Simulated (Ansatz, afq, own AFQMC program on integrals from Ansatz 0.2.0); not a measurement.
**W, septet: AFQMC among the cluster methods**

A free W atom.

Basis def2-TZVPP with its core potentials. Only valence electrons are correlated. AFQMC by an in-house program on the Cholesky factors that Ansatz 0.2.0 writes for its CCSD(T) run. ph-AFQMC/CISD is guided by a CISD state made of CCSD amplitudes; releasing the constraint for a short imaginary time cuts its bias at the price of noise, slowly where states lie close. Free projection: walkers drawn from exp(T), propagated without any constraint. Its projection time is finite, and what remains of the start isn't in its error. Error bars are statistical, one sigma. No spin–orbit coupling. The metal's outer-core s and p shells are frozen, which shifts wave-function levels against functionals.

Determinant: UHF, the one that the program's search chose, which needn't be the lowest solution.

No full CI on the walks' own integrals is used here; CCSDT(Q) serves as the reference and is uncertain by about the last step of the cluster series.

Cautions: no spin-orbit coupling; outer-core shells of the metal frozen; the released energies have errors that jump between times, so the bars are unsure, so no released level is given (meV from the phaseless value at times in 1/Eh: -215 ± 206 at 0.60, 27 ± 38 at 1.20, -13.4 ± 1.1 at 2.00, -10 ± 5 at 3.00, -18 ± 30 at 4.20).

* T1 diagnostic: 0.0065
* weight of the determinant in the CISD state: 0.956
* ⟨S²⟩ of the determinant: 12.006
* size of the correlated space: 6 electrons in 52 orbitals

Reference: CCSDT(Q), correlation energy -2.325 eV.

```csv
level,E − E(reference) (kJ/mol),share of correlation (%)
HF,224.3,0.00
MP2,29.0,87.06
CCSD,6.9,96.91
CCSD(T),1.0,99.55
CCSDT,0.1,99.95
ph-AFQMC/HF,11.0 ± 1.3,95.11
ph-AFQMC/CISD,1.6 ± 0.1,99.28
free AFQMC,0.0 ± 0.06,99.98
```

Free projections are given only where their last times agree within the noise and don't stop above the reference; a slow remainder of the start can still hide under it. A walk keeps the symmetry of its determinant, which the program's search chose and which needn't be the lowest solution, so a lower state of the same spin and another symmetry isn't excluded.
